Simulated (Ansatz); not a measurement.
**CH5 (doublet): from Hartree-Fock to the top rungs at distance C1–H5 along a hydrogen transfer = 1.584 Å, cc-pVTZ**

Aim: climb from Hartree-Fock through coupled cluster and multireference methods for CH5 (doublet) at one geometry and basis, and see what each rung misses.

Computed with Ansatz 0.2.0, Gaussian basis. Level: cc-pVTZ, core rule «outside noble gas», up to 1 orbitals frozen.

The runs, in order: UHF; CCSD(T) on ROHF; CCSD(T) on UHF; BCCD(T) on ROHF; CISD; CCSDT(Q) on ROHF; CCSDT(Q) on UHF; CASSCF and NEVPT2, 3 electrons in 3 orbitals; CASSCF and NEVPT2, 9 electrons in 9 orbitals.

### 1 What is computed

The geometry derives from fragments relaxed apart (PBE0/def2-TZVP) and kept rigid, so it is no stationary point. A hydrogen atom is moved between rigid fragments.

6 atoms, charge 0, spin multiplicity 2.

Atoms are counted from 1 here; the program's logs count them from 0.

Bond lengths: C1–H2 1.090 Å, C1–H3 1.090 Å, C1–H4 1.090 Å, H5–H6 0.745 Å. Angles: H2–C1–H3 109.5°, H2–C1–H4 109.5°, H3–C1–H4 109.5°.

As a file:

```xyz
6
charge 0, multiplicity 2
C    -0.1669    0.0000    0.0000
H    -0.5301    1.0273    0.0000
H    -0.5301   -0.5137    0.8897
H    -0.5301   -0.5137   -0.8897
H     1.4171    0.0000    0.0000
H     2.1621    0.0000    0.0000
```

### 2 UHF

Input file in.yaml:

```yaml
crystal:
  periodic: [false, false, false]
  atoms:
    - {symbol: C, position_ang: [-0.166905, 0.000000, 0.000000]}
    - {symbol: H, position_ang: [-0.530111, 1.027301, 0.000000]}
    - {symbol: H, position_ang: [-0.530111, -0.513650, 0.889668]}
    - {symbol: H, position_ang: [-0.530111, -0.513650, -0.889669]}
    - {symbol: H, position_ang: [1.417095, 0.000000, 0.000000]}
    - {symbol: H, position_ang: [2.162095, 0.000000, 0.000000]}
basis:
  gaussian: {orbitals: cc-pVTZ}
magnetization: {spin_polarized: true, initial_magnetization: 1}
hamiltonian: {xc: hf}
output: {orbitals: {seedname: orbitals}}
```

The run is started by

```bash
ansatz run in.yaml --threads 1 --pin off --events-out ev --progress --plain --max-ram 2816MiB --backend cpu
```

Further steps of the session: CCSD(T) on ROHF; CCSD(T) on UHF; BCCD(T) on ROHF; CISD; CCSDT(Q) on ROHF; CCSDT(Q) on UHF; CASSCF and NEVPT2, 3 electrons in 3 orbitals; CASSCF and NEVPT2, 9 electrons in 9 orbitals.

Before running them: what should the planned runs give, taken together? Wanted: UCCSDT(Q) below the RHF energy; RMP2 from UCCSDT(Q); UMP2 from UCCSDT(Q); RCCSD from UCCSDT(Q); RCCSD(T) from UCCSDT(Q); UCCSD(T) from UCCSDT(Q); RCCSDT(Q) from UCCSDT(Q); NEVPT2 pair from UCCSDT(Q); NEVPT2 valence from UCCSDT(Q).

As calculated:

```
                         quantity                                                   value
   UCCSDT(Q) below the RHF energy                                              -6.5341 eV
              RMP2 from UCCSDT(Q)                                         +21.49 kcal/mol
              UMP2 from UCCSDT(Q)                                         +21.59 kcal/mol
             RCCSD from UCCSDT(Q)                                          +4.33 kcal/mol
          RCCSD(T) from UCCSDT(Q)                                          +0.47 kcal/mol
          UCCSD(T) from UCCSDT(Q)                                          +0.48 kcal/mol
         RCCSDT(Q) from UCCSDT(Q)                                          +0.02 kcal/mol
       NEVPT2 pair from UCCSDT(Q)                                         +21.00 kcal/mol
    NEVPT2 valence from UCCSDT(Q)                                         +22.28 kcal/mol
levels within 1 kcal/mol (43 meV)  RCCSD(T), UCCSD(T), BCCD(T), RCCSDT, UCCSDT, RCCSDT(Q)
                    T1 diagnostic                                                   0.022
   effectively unpaired electrons                                                    1.02
```

**Reading.** RCCSD(T) misses by +0.47 kcal/mol, 0.3 % of the correlation energy. One determinant dominates. Of the multireference levels listed NEVPT2 pair comes nearest in total energy (+21.00 kcal/mol), which doesn't show that its space is the better one. These misses are within one basis, not against nature; the frozen cores of restricted and unrestricted runs differ, which can shift their rows.
